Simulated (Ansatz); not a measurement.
**Structure relaxation of SrOs**

Method: DFT PBE, scalar-relativistic, plane waves, PAW (Ansatz). Cutoff 420 eV, Γ-centred k mesh, Gaussian smearing, no spin polarisation in the final step.

This is the end of a relaxation of cell and atoms.

```yaml
crystal:
  lattice:
    - [3.00526, 0.00000, 0.00000]
    - [0.00000, 3.00526, 0.00000]
    - [0.00000, 0.00000, 4.79268]
  atoms:
    - { symbol: Sr, position: [0.50000, 0.50000, 0.50000] }
    - { symbol: Os, position: [0.00000, 0.00000, 0.00000] }
```

Energies over the elements count from the elements' standard structures at the same level, with no empirical corrections.

(1) What space group does it have?

(2) What is its formation energy per atom?

(3) Is it a metal?

Answers

(1) P4/mmm (No. 123). Conventional cell: a = 3.005 Å, c = 4.793 Å. Around Sr lie 4 Sr at 3.01 Å and 8 Os at 3.20 Å; Os is coordinated by 4 Os at 3.01 Å and 8 Sr at 3.20 Å.

(2) 1.19 eV/atom.

(3) Yes, bands cross the Fermi level on the 18×18×12 mesh.

The final run used a 18×18×12 mesh on its 2-atom cell and 0.10 eV smearing. For metals, differences of a few meV/atom aren't resolved. Spin–orbit coupling is left out. The cell came from a trial start, so SrOs may not exist in this structure.

Cost: 3 runs of about 3.4 core-minutes in all, on Arm Neoverse V2 (shared hosts).